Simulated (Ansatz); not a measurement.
## Worked example: building the atomization energy of C$_{4}$H$_{4}$O, singlet

Measured: the G2/97 heats of formation, with zero-point and thermal terms from B3LYP taken off, give an electronic atomization energy of 993.8 kcal/mol (Curtiss et al., J. Chem. Phys. 106, 1063 (1997); Staroverov et al., J. Chem. Phys. 119, 12129 (2003)). The calculation below tries to reproduce it.

Geometry (MP2(full)/6-31G*, from the G2/97 set):

```xyz
9

O     0.0000    0.0000    1.1353
C     0.0000    1.0947    0.3200
C     0.0000   -1.0947    0.3200
C     0.0000    0.7132   -0.9902
C     0.0000   -0.7132   -0.9902
H     0.0000    2.0494    0.8231
H     0.0000   -2.0494    0.8231
H     0.0000    1.3708   -1.8478
H     0.0000   -1.3708   -1.8478
```

Atomization energies (atoms less molecule, kcal/mol) from Ansatz 0.2.0, frozen cores, restricted molecule, unrestricted atoms, sets cc-pVDZ, cc-pVTZ, cc-pVQZ:

```tsv
level	DZ	TZ	QZ
HF	694.59	708.01	709.54
CCSD(T)	915.91	965.48	980.74
CCSDT	915.24	–	–
CCSDT(Q)	916.82	–	–
```

Problem. Extrapolate Hartree–Fock with exp(−5.46 √X) and the CCSD(T) correlation part with X⁻³ (X = 3, 4), add each higher step from the largest set that has it, and compare with the measured value.

Solution. Hartree–Fock: 709.54 + (709.54 − 708.01) × 0.301 = 710.00.
Correlation: TZ 257.47, QZ 271.20; (64 × 271.20 − 27 × 257.47) / 37 = 281.22.
Full triples (DZ): 915.24 − 915.91 = -0.67.
(Q) (DZ): 916.82 − 915.24 = 1.58.
Sum: 992.1 kcal/mol, 1.7 below the measured 993.8.

The steps beyond CCSD(T) add 0.91 kcal/mol, while going from QZ to the limit adds 10.48. Core correlation, scalar relativity, spin–orbit terms and the relaxation from this MP2 geometry are missing from the sum, and the measured value has its own uncertainty.
